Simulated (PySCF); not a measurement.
Compound: CH₇PSi.
Structure used (GFN2-xTB), in Å, numbered top down from 1:
```xyz
10
CH7PSi angstrom
C     -1.433   -0.498   -0.132
Si     0.047    0.691   -0.114
P      1.725   -0.350    0.954
H     -2.320   -0.012   -0.525
H     -1.661   -0.849    0.871
H     -1.233   -1.371   -0.748
H      0.391    1.080   -1.490
H     -0.257    1.904    0.655
H      2.064   -1.173   -0.105
H      2.686    0.583    0.611
```

Level of theory: CAM-B3LYP/def2-SVPD in PySCF (dipole) on a GFN2-xTB geometry, gas phase.

Masses are those of the commonest isotopes; rigid-rotor values at the optimised geometry. The values belong to one conformer with, in the numbering `[CH3:1][SiH2:2][PH2:3]`, C1–Si2–P3–H 77° and 170°.

Question: What are A, B and C (MHz)?

Answer: Ia = 37.26, Ib = 144.77, Ic = 169.64 u·Å²; 505379 MHz·u·Å²/I gives A = 13563, B = 3491, C = 2979 MHz.

Question: Classify the top.

Answer: A near-prolate asymmetric top. Ray's parameter κ = (2B − A − C)/(A − C) = -0.903; −1 is the prolate and +1 the oblate limit.

Question: What does the inertial defect say?

Answer: Not planar: Δ = Ic − Ia − Ib = -12.39 u·Å². For a rigid frame Δ = −2 Σ m c², so Σ m c² = 6.19 u·Å² lies off the ab plane: 6.11 from hydrogen and 0.08 from heavier atoms. The atom farthest from that plane is 1.28 Å away.

Question: Give the other two planar moments, Paa and Pbb, and the rms extents of the mass along the axes.

Answer: Paa = Σ m a² = (Ib + Ic − Ia)/2 = 138.57 and Pbb = Σ m b² = (Ia + Ic − Ib)/2 = 31.07 u·Å². With the mass M = 78.01 u, the rms extents √(P/M) along a, b and c are 1.33, 0.63, 0.28 Å.

Question: Which types of transition are allowed, and where do some lines up to J = 4 fall?

Answer: The dipole components are |μa| = 0.75 D, |μb| = 0.06 D, |μc| = 0.51 D. Intensities carry the squares of the components, which stand as 1.00 : 0.01 : 0.47 (a : b : c). Some lines, for components of 0.1 D or more:

```
type  branch         J(Ka,Kc)    MHz  lower level (cm⁻¹)
   a       Q  1(1,0) ← 1(1,1)    512               0.552
   a       Q  2(1,1) ← 2(1,2)   1535               0.966
   a       Q  4(1,3) ← 4(1,4)   5115               2.416
   a       R  1(0,1) ← 0(0,0)   6470               0.000
   c       Q  3(1,3) ← 3(0,3)   8875               1.292
   c       Q  2(1,2) ← 2(0,2)   9579               0.647
   c       Q  1(1,1) ← 1(0,1)  10072               0.216
   a       R  2(1,2) ← 1(1,1)  12428               0.552
   a       R  2(0,2) ← 1(0,1)  12921               0.216
   a       R  2(1,1) ← 1(1,0)  13452               0.569
   c       R  1(1,0) ← 0(0,0)  17054               0.000
   a       R  3(1,3) ← 2(1,2)  18631               0.966
   a       R  3(2,2) ← 2(2,1)  19410               2.025
   a       R  3(2,1) ← 2(2,0)  19486               2.026
   a       R  3(1,2) ← 2(1,1)  20166               1.018
   c       R  2(1,1) ← 1(0,1)  24035               0.216
   a       R  4(1,4) ← 3(1,3)  24820               1.588
   a       R  4(2,2) ← 3(2,1)  26054               2.676
   c       Q  4(2,3) ← 4(1,3)  28461               2.586
   c       R  4(1,3) ← 3(0,3)  38810               1.292
   c       R  2(2,0) ← 1(1,0)  43686               0.569
   c       R  2(2,1) ← 1(1,1)  44179               0.552
   c       R  3(2,1) ← 2(1,1)  49720               1.018
   c       R  4(2,2) ← 3(1,2)  55608               1.690
   c       R  3(3,0) ← 2(2,0)  71042               2.026
   c       R  3(3,1) ← 2(2,1)  71060               2.025
   c       R  4(4,0) ← 3(3,0)  98177               4.396
   c       R  4(4,1) ← 3(3,1)  98177               4.396
```

Whether it is a minimum is left open (no frequencies). Constants of a rigid frame at the computed geometry: no zero-point averaging, no centrifugal distortion. A rigid rotor knows nothing of internal rotation, which can split or shift real lines.
